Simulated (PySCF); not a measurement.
Stepwise substitution at one centre (Al Cl-H). Gas-phase values, no solvent. Strings in code marks are SMILES.

The dipole moment from two functionals at the same geometries (PBE0-D3(BJ)/def2-TZVP), both in PySCF: PBE-D3(BJ)/def2-TZVP and ωB97X-D3(BJ)/def2-TZVP. 

```csv
species,ωB97X-D3(BJ)/def2-TZVP (D)
0 of 3 Cl replaced by H,0.00
1 of 3 Cl replaced by H (`[Cl][AlH][Cl]`),1.04
2 of 3 Cl replaced by H (`[AlH2][Cl]`),1.27
3 of 3 Cl replaced by H (`[AlH3]`),0.00
```

What does PBE-D3(BJ)/def2-TZVP give for each?


- 0 of 3 Cl replaced by H: 0.00
- 1 of 3 Cl replaced by H (`[Cl][AlH][Cl]`): 0.92
- 2 of 3 Cl replaced by H (`[AlH2][Cl]`): 1.12
- 3 of 3 Cl replaced by H (`[AlH3]`): 0.00
Over these rows, drawn at random from the members with no instability flagged (it was tested for open shells, ions and some series alone), PBE minus ωB97X-D3(BJ): mean -0.07 D, from -0.15 D to 0.00 D.
